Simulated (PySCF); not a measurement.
Core-level binding energies of cyclopentane

Species: cyclopentane, C5H10.
Geometry (PBE0-D3(BJ)/def2-SVP, Å), atoms numbered from 1 in this order:
```
atom  x, y, z in Å
C1     0.444    0.848    0.848
C2     1.272   -0.173    0.066
C3     0.243   -1.151   -0.543
C4    -1.136   -0.474   -0.373
C5    -0.828    0.974    0.014
H6     0.193    0.451    1.847
H7     0.967    1.804    1.001
H8     2.026   -0.679    0.688
H9     1.823    0.344   -0.738
H10    0.266   -2.128   -0.037
H11    0.467   -1.348   -1.602
H12   -1.695   -0.958    0.444
H13   -1.764   -0.552   -1.273
H14   -0.620    1.575   -0.889
H15   -1.657    1.466    0.546
```

Computed, not measured: PySCF 2.14.0, delta-SCF UKS SCAN, pcX-2 on the ionised atom, pcseg-1 elsewhere, spin-free X2C. Vertical ΔSCF values, vacuum level as zero.

Task: Give the core binding energies atom by atom.

Result: 
```
atom(s)      environment  level  binding energy (eV)  count
C1 (×5)  ring CH2 carbon   C 1s               290.32      5
```

Task: Which photon energy gives electrons from C 1s of C1 (×5) a kinetic energy of 200 eV, and what is their de Broglie wavelength?

Result: hν = 290.32 + 200 = 490.32 eV, recoil neglected; λ = 12.264 Å/√(E/eV) = 0.87 Å.

Task: Which photon wavelength matches the C 1s of C1 (×5) threshold?

Result: λ = hc/E = 12398.42 eV Å / 290.32 eV = 42.706 Å.

Topologically equivalent atoms share the value of their first member; where this conformer doesn't relate them by symmetry, their own values could differ. One conformer (not necessarily the lowest) at the PBE0-D3(BJ)/def2-SVP geometry, without solvent, vibrations or thermal averaging.
